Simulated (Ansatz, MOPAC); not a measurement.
Species: CH2F, charge 0, multiplicity 2. SMILES: F[CH2]

Atoms: C1, F2, H3, H4. Bonds: C1-F2, C1-H3, C1-H4.

Bond lengths (Å) and angles (degrees) optimised at PM7 with MOPAC; MNDO with MOPAC; HF/STO-3G with Ansatz (an electronic-structure program), each started from the B3LYP-D3(BJ)/def2-TZVP structure (Ansatz) of the last column. A row stands for all coordinates that are equal there. No wavenumbers were computed at MNDO, HF/STO-3G, so these may be saddle points.

```
coordinate    PM7   MNDO  HF/STO-3G  B3LYP-D3(BJ)/def2-TZVP
----------  -----  -----  ---------  ----------------------
C1-F2       1.312  1.305      1.350                   1.340
C1-H3       1.070  1.086      1.091                   1.080
F2-C1-H3    117.3  118.6      116.0                   114.9
H3-C1-H4    125.3  122.7      117.9                   124.9
```

Mean signed difference of all 3 bond lengths from B3LYP-D3(BJ)/def2-TZVP: PM7 -0.016 Å, MNDO -0.008 Å, HF/STO-3G 0.011 Å.
